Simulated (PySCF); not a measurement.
C3H9PS.
Atom-mapped SMILES: `[CH3:1][P:2]([CH3:3])([CH3:4])=[S:5]` (hydrogens: H6, H7, H8 on C1; H9, H10, H11 on C3; H12, H13, H14 on C4)

The closed-shell ground state was solved at several levels (PySCF, density fitting, gas phase, non-relativistic). Geometry: PBE0-D3(BJ)/def2-SVP; no solvent, vibrations or thermal averaging.

```tsv
level	basis functions	total energy (Eh)	HOMO (eV)	LUMO (eV)	gap (eV)	dipole (D)
B3LYP/pcSseg-1	144	-859.3198	-6.00	0.49	6.49	4.86
KT3/pcSseg-1	144	-866.6156	-5.20	-0.10	5.10	4.64
mPW1PW91/pcSseg-1	144	-859.2887	-6.30	0.83	7.13	4.98
OPBE/pcSseg-1	144	-859.1754	-5.15	0.30	5.45	4.81
BLYP/pcSseg-1	144	-859.1912	-4.92	0.04	4.96	4.65
BP86/pcSseg-1	144	-859.3575	-5.23	0.11	5.34	4.75
LDA/pcSseg-1	144	-855.5198	-5.24	-0.16	5.08	4.73
KT2/pcSseg-1	144	-867.3003	-5.22	-0.07	5.15	4.63
PBE0/pcSseg-1	144	-858.8599	-6.28	0.80	7.08	4.96
HF/pcSseg-1	144	-857.0848	-8.84	3.49	12.33	5.50
B97-D/pcSseg-1	144	-859.1968	-5.07	0.16	5.23	4.77
```

What might PBE/pcSseg-1 (144 basis functions) give for the same quantities?

Total energy -858.7765 Eh, HOMO -5.13 eV, LUMO 0.02 eV, gap 5.15 eV, dipole 4.71 D.

Over all these levels, which gives the widest orbital gap and which the narrowest?

HF/pcSseg-1 (Hartree–Fock, all exact exchange) has the widest, 12.33 eV, and BLYP/pcSseg-1 (GGA) the narrowest, 4.96 eV. From the narrowest to the widest the HOMO moves by -3.92 eV and the LUMO by +3.45 eV.

In the pcSseg-1 basis, how does the gap go with the fixed share of exact exchange?

BLYP (0 %) 4.96 eV; LDA (0 %) 5.08 eV; KT3 (0 %) 5.10 eV; KT2 (0 %) 5.15 eV; PBE (0 %) 5.15 eV; B97-D (0 %) 5.23 eV; BP86 (0 %) 5.34 eV; OPBE (0 %) 5.45 eV; B3LYP (20 %) 6.49 eV; PBE0 (25 %) 7.08 eV; mPW1PW91 (25 %) 7.13 eV; HF (100 %) 12.33 eV. Each rise in the share widens the gap here.

How far do the dipole and the HOMO energy spread over the levels?

The dipole runs from 4.63 to 5.50 D (mean 4.83 D) and the HOMO from -8.84 to -4.92 eV.

The pairwise dispersion term of B97-D wasn't added to the energies; at a given geometry it leaves orbitals and properties as they are.
